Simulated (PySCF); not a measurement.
## Ionisation energy of B by level of theory

B [He] 2s2 2p1 (2P) → B⁺ [He] 2s2 (1S), as a difference of total energies. Computed with PySCF 2.14 in aug-cc-pCVTZ-DK with one added diffuse shell each of s, p, d, f type (8s7p5d3f, 75 functions), with scalar relativity by spin-free X2C-1e. Correlated levels: valence and next inner shell: nothing frozen. The calculations carry no spin-orbit coupling.

```csv
method,ionisation energy (eV)
UHF,8.033
MP2 (valence and next inner shell),8.272
SCS-MP2 (valence and next inner shell),8.232
CCSD (valence and next inner shell),8.198
CCSD(T) (valence and next inner shell),8.230
```

Errors of the correlated levels include the incompleteness of this basis.

**Question.** Which method comes closest to the reference value, and which is furthest?

**Answer.** The reference is 8.297 eV (measured; NIST levels, between the centres of gravity of the two terms). Closest: MP2 (valence and next inner shell) (error -0.025 eV); furthest: UHF (error -0.264 eV).
